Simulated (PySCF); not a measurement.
Structure problem from calculated spectra and properties.

Elements present: H, N and Si. Monoisotopic mass: 60.0144 u.

* Rotational structure: rotational constants A, B, C: 22.821, 8.047, 5.949 GHz [PBE0-D3(BJ)/def2-SVP]
* Dipole: 2.28 D [wB97X-D/def2-SVPD]
* Polarisability: 49.4 au [wB97X-D/def2-SVPD]
* XPS: Si2p3/2 106.6, N1s 404.5 (×2), Si1s 1846.5 eV [ΔSCF SCAN, pcX-2 on the ionised atom, pcseg-1 elsewhere, spin-free X2C, 2p3/2 from a spin–orbit splitting computed afterwards within the 2p shell]
* Triplet: lowest triplet excitation (Tamm–Dancoff): 3.36 eV [TDA wB97X-D/def2-SVPD]
* NMR, other nuclei: isotropic shieldings of nuclei other than C and H, by class: 166 (2 N), 229 (1 Si) ppm [GIAO PBE0/pcSseg-1]
* 1H NMR: chemical shifts (computed TMS as zero) by class: 2.86 (4 H) ppm [GIAO PBE0/pcSseg-1]
* UV, first state: lowest singlet excitation: 5.24 eV (237 nm, f = 0.103) [TDDFT wB97X-D/def2-SVPD]

Gas-phase values; electronic properties from PySCF, density fitting. Levels stand in brackets. The structure is a single PBE0-D3(BJ)/def2-SVP conformer in the gas phase; no vibrational or solvent corrections. NMR values are class means; diastereotopic atoms form classes of their own.

Task: Which formula fits the mass and the elements?

Result: H4N2Si (calculated 60.0144). No other formula that holds each of these elements comes within 0.0003 u with a fitting electron parity and a possible valence count.

Task: Propose a structure and show how it fits.

Result: All hydrogens form one class (2.86 ppm): hydrogen on nitrogen. The other shieldings belong to: 166 ppm, nitrogen bonded to Si and 2 H; 229 ppm, silicon bonded to 2 N. The core levels belong to: Si2p3/2 106.6 eV, silicon bonded to 2 N; N1s 404.5 eV, nitrogen bonded to Si and 2 H; Si1s 1846.5 eV, silicon bonded to 2 N. The optimised geometry has point group C2v and is an asymmetric top. Structure: `N[Si]N` (Si(NH2)2). The assignments are read from this structure; whether some other isomer fits the data as well wasn't checked.
